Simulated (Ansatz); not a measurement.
Relaxation of C₂H₇Si (10 atoms, charge 0, multiplicity 2), to a largest force component of 0.02 eV/Å in at most 40 steps.

The calculation used UKS BHLYP-D4/6-31G* (Ansatz).

```xyz
10
Properties=species:S:1:pos:R:3
C -1.306 0.108 -1.030
Si 0.328 0.397 -0.433
C 0.616 -0.500 1.135
H -1.487 -0.652 -1.724
H -2.131 0.836 -0.765
H 0.554 1.867 -0.233
H 1.309 -0.063 -1.466
H 0.548 -1.563 1.020
H -0.024 -0.148 1.982
H 1.676 -0.335 1.519
```

Task: Where does it end, and by what steps?

Result: It converged. After 4 steps the energy has fallen by 0.316 eV; H4 moved furthest, 0.11 Å.

| step | energy less start (eV) | largest force component (eV/Å) | accepted |
| --- | --- | --- | --- |
| 0 | 0.0000 | 2.426 | yes |
| 1 | -0.2700 | 1.218 | yes |
| 2 | -0.3107 | 0.273 | yes |
| 3 | -0.3158 | 0.033 | yes |
| 4 | -0.3159 | 0.006 | yes |

```xyz
10
Properties=species:S:1:pos:R:3
C -1.341 0.156 -1.081
Si 0.371 0.417 -0.434
C 0.675 -0.499 1.180
H -1.600 -0.656 -1.744
H -2.175 0.783 -0.800
H 0.589 1.865 -0.214
H 1.346 -0.052 -1.445
H 0.541 -1.571 1.053
H -0.013 -0.167 1.954
H 1.689 -0.326 1.535
```

The run took 19 s on 1 thread of Arm Neoverse V2, on a shared host, peak memory 0.16 GiB.
